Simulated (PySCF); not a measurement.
Scan of O2S, singlet: map of symmetric stretch and bend. Scanned: S-O bond length and O-S-O angle.

Cartesian coordinates as functions of the variables (Å; names that start with a are angles):
```
S  0  0  0
O  r*sin(a/2)  0  r*cos(a/2)
O  -r*sin(a/2)  0  r*cos(a/2)
```

Calculation: r2SCAN/def2-TZVP in PySCF.

Energy in mEh above the lowest grid point; x is the S-O bond length (Å), y the O-S-O angle (°).

| y \ x | 1.22 | 1.32 | 1.39 | 1.46 | 1.53 | 1.60 | 1.68 | 1.75 | 1.82 | 1.89 | 1.94 |
|---|---|---|---|---|---|---|---|---|---|---|---|
| 180 | 293.8 | 150.4 | 109.5 | 97.9 | 104.9 | 123.5 | 153.2 | 183.2 | 215.0 | 247.2 | 269.9 |
| 173.95 | 290.4 | 146.9 | 106.1 | 94.6 | 101.9 | 120.7 | 150.8 | 181.1 | 213.1 | 245.6 | 268.5 |
| 165.32 | 275.2 | 131.5 | 91.0 | 80.3 | 88.6 | 108.7 | 140.2 | 171.9 | 205.2 | 238.8 | 262.5 |
| 156.68 | 252.5 | 108.8 | 69.2 | 59.8 | 69.8 | 91.7 | 125.5 | 158.9 | 193.9 | 229.1 | 253.8 |
| 148.04 | 228.5 | 85.1 | 46.4 | 38.6 | 50.4 | 74.4 | 110.3 | 145.6 | 182.2 | 218.9 | 244.6 |
| 139.41 | 208.0 | 64.6 | 26.9 | 20.3 | 33.7 | 59.3 | 97.0 | 133.8 | 171.8 | 209.7 | 236.2 |
| 130.77 | 194.6 | 50.4 | 12.8 | 7.0 | 21.3 | 48.0 | 87.0 | 124.8 | 163.7 | 202.5 | 229.5 |
| 122.14 | 190.9 | 44.3 | 6.0 | 0.0 | 14.5 | 41.5 | 81.0 | 119.2 | 158.6 | 197.8 | 225.2 |
| 113.50 | 200.1 | 48.6 | 8.2 | 0.8 | 14.3 | 40.7 | 79.8 | 117.8 | 157.1 | 196.2 | 223.5 |
| 104.86 | 225.8 | 66.2 | 21.7 | 11.2 | 22.3 | 46.9 | 84.4 | 121.3 | 159.8 | 198.2 | 225.1 |
| 96.23 | 273.6 | 101.2 | 49.9 | 33.9 | 40.8 | 61.9 | 96.3 | 131.0 | 167.7 | 204.7 | 230.7 |
| 85 | 383.0 | 184.1 | 118.1 | 90.2 | 87.2 | 100.2 | 127.1 | 156.6 | 188.9 | 222.3 | 246.2 |

Points that lie below all their neighbours on the grid: x = 1.46, y = 122.14 (0.0 mEh).
